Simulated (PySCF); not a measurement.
# Electronic absorption of C4H3N

Species: C4H3N.
Atom-mapped SMILES: `[CH:1]#[C:2][C@@H:3]1[CH:4]=[N:5]1` (hydrogens: H6 on C1; H7 on C3; H8 on C4)

Computed with TDDFT wB97X-D/def2-SVPD, vertical, gas phase, core orbitals frozen in the response in PySCF. Isolated species at its GFN2-xTB geometry, gas phase.

Q: List the vertical singlet excitations with oscillator strengths and describe the spectrum.

A: 

| state | E (eV) | λ (nm) | ν̃ (cm⁻¹) | f | main configurations (H = HOMO, L = LUMO) |
| --- | --- | --- | --- | --- | --- |
| S1 | 4.88 | 253.9 | 39380 | 0.0056 | H→L (88%), H-3→L (9%) |
| S2 | 6.18 | 200.6 | 49860 | 0.013 | H→L+1 (40%), H→L+2 (16%), H→L+3 (13%) |
| S3 | 6.40 | 193.6 | 51640 | 0.0053 | H-1→L (63%), H-1→L+1 (11%) |
| S4 | 6.69 | 185.4 | 53920 | 0.028 | H→L+3 (19%), H-1→L+1 (15%), H→L+1 (14%) |
| S5 | 7.11 | 174.3 | 57380 | 0.027 | H-1→L+1 (34%), H-1→L (18%), H-1→L+4 (12%) |
| S6 | 7.45 | 166.3 | 60130 | 0.026 | H-3→L (34%), H-2→L (27%), H→L+3 (16%) |
| S7 | 7.54 | 164.4 | 60830 | 0.041 | H→L+2 (37%), H-3→L (31%), H→L+3 (12%) |
| S8 | 7.70 | 160.9 | 62140 | 0.0082 | H-2→L (53%), H-3→L (10%), H→L+3 (10%) |

Triplets (Tamm–Dancoff): T1 4.28 eV, H→L (83%), H-3→L (12%); T2 4.96 eV, H-2→L (82%), H-3→L (11%); T3 5.26 eV, H→L+1 (59%).

The lowest singlet lies at 4.88 eV (254 nm, ultraviolet) and is weak; its leading configuration is HOMO→LUMO (88%). The strongest level in the table is S7 at 7.54 eV (164 nm, f = 0.041). Löwdin shares by element: HOMO carbon 64% or more, nitrogen 20% (atoms not listed hold the other 16%); LUMO carbon 48% or more, nitrogen 38%, hydrogen 8% or more. The listed states span 2.82 eV, and the widest gap between neighbours is 1.30 eV (S1 to S2). Orbital energies (eV): HOMO-3 -11.44, HOMO-2 -11.35, HOMO-1 -10.13, HOMO -9.21, LUMO 0.88, LUMO+1 2.24, LUMO+2 2.43. Weighted by f, the mean energy of these states is 7.05 eV. Only the lowest 8 singlets were computed, as vertical energies without vibronic structure.

Time: 9.8 s. Hardware: one thread of an x86-64 server, shared host.
